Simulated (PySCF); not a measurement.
C3H5O2 (doublet state).
Atom-mapped SMILES: `[O:1][CH2:2][C@@H:3]1[CH2:4][O:5]1` (hydrogens: H6, H7 on C2; H8 on C3; H9, H10 on C4)

Computed, not measured: PySCF, UKS B3LYP, pcH-1 on C H O, non-relativistic, mean-field spin-orbit, GIAO. The structure is a single GFN2-xTB conformer in the gas phase; no vibrational or solvent corrections. A GFN2-xTB geometry isn't a minimum of the functional, and hyperfine couplings can be far from their values at a DFT geometry.

Output of the driver script. The program numbers atoms from 0.

```
UKS, coarse grid
  cycle   1  E = -267.46545042  |g| = 6.61e-01
  cycle   2  E = -266.95129473  |g| = 1.33e+00
  cycle   3  E = -267.65733924  |g| = 9.27e-02
  cycle   4  E = -267.65914702  |g| = 9.63e-02
  cycle   5  E = -267.66253584  |g| = 2.52e-02
  cycle   6  E = -267.66281888  |g| = 1.26e-02
  cycle   7  E = -267.66289773  |g| = 2.79e-03
  cycle   8  E = -267.66290128  |g| = 9.80e-04
UKS, final grid
  cycle   1  E = -267.66291254  |g| = 1.31e-03
  cycle   2  E = -267.66291183  |g| = 1.84e-03
  cycle   3  E = -267.66291336  |g| = 1.14e-04
  cycle   4  E = -267.66291338  |g| = 6.58e-05
  cycle   5  E = -267.66291340  |g| = 5.27e-05
  cycle   6  E = -267.66291342  |g| = 4.16e-05
  cycle   7  E = -267.66291345  |g| = 3.59e-05
  cycle   8  E = -267.66291348  |g| = 2.31e-05
  cycle   9  E = -267.66291348  |g| = 5.87e-06
E = -267.66291348 Eh   <S^2> = 0.7541 (exact 0.7500)
g shifts (ppm)      1          2          3
  rmc          -270       -270       -270
  gc            -12         27         44
  oz_so          17       5743      40964
  total        -265       5500      40738
hyperfine (MHz)  atom isotope    a_iso     a_fc   dipolar eigenvalues
    0   17O     -48.93     -48.93   -253.92    126.35    127.57
    1   13C     -46.67     -46.67     -8.19      3.62      4.57
    2   13C      -7.86      -7.86     -1.23     -0.53      1.76
    3   13C       4.40       4.40     -0.90     -0.75      1.65
    4   17O       0.39       0.39     -0.34      0.13      0.21
    5    1H     309.34     309.34     -8.76     -4.22     12.98
    6    1H     228.54     228.54     -8.49     -4.06     12.55
    7    1H      -0.40      -0.40     -3.32     -3.14      6.46
    8    1H       3.65       3.65     -1.12     -0.81      1.93
    9    1H       0.48       0.48     -1.94     -1.36      3.30
```

Question: The SCF converged. Which of these numbers needs a check, and why?

Answer: The largest g shift is +0.041, past the limit of 0.03 at which the run flags a species of elements up to argon. The orbital-Zeeman/spin–orbit term is second order, a sum of spin–orbit matrix elements over excitation energies, so it grows and becomes less reliable as an excited state comes close; a shift of this size calls for a check with another method. The contact and dipolar couplings don't rest on that expansion, but they belong to the state that the SCF found, and a close-lying state with the spin in another orbital would have other couplings; no stability test was run.

Question: Where is the spin in this solution (atoms counted from 1)?

Answer: Largest spin populations (Mulliken): O1 (+0.84), H6 (+0.14), H7 (+0.10) and C2 (-0.08). No atom but O1 exceeds +0.15. The positive populations add up to 1.08 and the negative ones to -0.08, together 2S = 1. ⟨S²⟩ = 0.7541 against the exact 0.7500, so spin contamination is small. 

Question: Average a_iso over equivalent nuclei, turn it into first-order splittings with g = 2.0023, and give the multiplets for abundant isotopes (0.05 mT or more).

Answer: 
```csv
nuclei (from 1),isotope,I,position,a_iso (MHz),|a| (mT),splits into
H6,1H,1/2,2 bonds from O1,309.3,11.04,1:1 doublet
H7,1H,1/2,2 bonds from O1,228.5,8.15,1:1 doublet
H9,1H,1/2,4 bonds from O1,3.6,0.13,1:1 doublet
```

Hardware: Arm Neoverse V2, one thread, no GPU, shared host. Cost: 18 s wall (with the writing of density and orbital grids), 0.70 GiB resident at most.
